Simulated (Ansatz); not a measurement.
For 1T (CdI2-type) TiSe2 (undistorted form, which takes a superstructure on cooling), PBE-D3(BJ) (PAW; Ansatz, a first-principles code) gives:

| Item | Result |
|---|---|
| lattice parameter a | 3.482 Å |
| c axis length | 5.863 Å |

Question: What does PBE0-D4 (Ansatz, plane waves, PAW) give for the same quantities?

Answer: 
- lattice constant a: 3.515 Å (increases by 0.9 %)
- lattice parameter c: 5.991 Å (goes up by 2.2 %)

For comparison: lattice constant a 3.536 Å (measured, temperature not stated, no zero-point or thermal correction; as tabulated in Björkman (2014), arXiv:1406.2436); lattice parameter c 5.996 Å (measured, temperature not stated, zero-point anharmonic expansion removed (computed with revB86b-DF2); no thermal correction; as tabulated in Björkman (2014), arXiv:1406.2436).

Changes are worked out from the printed values.

Unless a cell is named, each level is at its own relaxed cell (PBE-D3(BJ) 20.52, PBE0-D4 21.37 Å³/atom).

Caveats: exact exchange on metals is sensitive to the k mesh and can open a false gap (PBE0-D4). Ansatz's density-functional and Hartree–Fock values are scalar-relativistic unless marked +SOC, with PAW data made under PBE.
